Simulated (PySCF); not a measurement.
## Oscillator strengths, rates and cross-sections

Boron monofluoride, BF (singlet state).
SMILES: `[B]F`

Level of theory: PySCF 2.14.0, density-fitted response routines, TDDFT CAM-B3LYP/aug-cc-pVTZ, vertical, gas phase, core orbitals frozen in the response. Isolated species at its PBE0-D3(BJ)/def2-TZVP geometry, gas phase.

For one non-degenerate pair of states in vacuum, A = 0.6670 f ν̃² s⁻¹ with ν̃ in cm⁻¹, τ = 1/A, |μ|² = 3f / (2ΔE) in atomic units, and the integrated cross-section is ∫σ dE = 109.76 f Mb·eV.

States that coincide in energy are taken one by one. These lifetimes count emission to the ground state at the vertical energy alone; relaxation of the geometry and all other decay channels are left out.

Energies and rates of the computed singlets with f of 0.002 or more:

| state | λ (nm) | A (s⁻¹) |
| --- | --- | --- |
| S1 | 201.4 | 3.90×10⁸ |
| S2 | 201.4 | 3.90×10⁸ |
| S3 | 159.7 | 2.85×10⁸ |
| S4 | 151.0 | 1.58×10⁸ |
| S5 | 147.6 | 1.49×10⁷ |
| S6 | 147.6 | 1.49×10⁷ |
| S7 | 121.1 | 2.25×10⁸ |

**Question.** Go back from the rates to the oscillator strengths and transition dipoles.

**Answer.** f = A / (0.6670 ν̃²), and |μ| follows from f:

| state | f | \|μ\| (D) | τ | main configurations (H = HOMO, L = LUMO) |
| --- | --- | --- | --- | --- |
| S1 | 0.237 | 3.19 | 2.6 ns | H→L/L+1 (≥96%) |
| S2 | 0.237 | 3.19 | 2.6 ns | H→L/L+1 (≥96%) |
| S3 | 0.109 | 1.92 | 3.5 ns | H→L+2 (97%) |
| S4 | 0.054 | 1.32 | 6.3 ns | H→L+3 (98%) |
| S5 | 0.0049 | 0.39 | 67 ns | H→L+4 (94%) |
| S6 | 0.0049 | 0.39 | 67 ns | H→L+5 (94%) |
| S7 | 0.049 | 1.13 | 4.4 ns | H→L+6 (89%), H→L+9 (9%) |

**Question.** Suppose S1 emitted 0.3 eV lower with the same transition dipole. How would A change?

**Answer.** At fixed |μ|, A goes as the cube of the energy: (5.86/6.16)³ = 0.86, which makes τ about 3 ns.

**Question.** How much energy does a mole of photons resonant with S1 carry?

**Answer.** 6.155 eV × 96.485 = 594 kJ/mol (142 kcal/mol).

**Question.** What is the integrated cross-section of all computed states together?

**Answer.** Σf = 0.696 over S1 to S9, so 109.76 × Σf ≈ 76.4 Mb·eV.

On one thread of an Arm Neoverse V2, no GPU, shared host with 192 logical CPUs at a one-minute load of 71, this took 1.1 s of wall time and 0.31 GiB of memory at its peak.
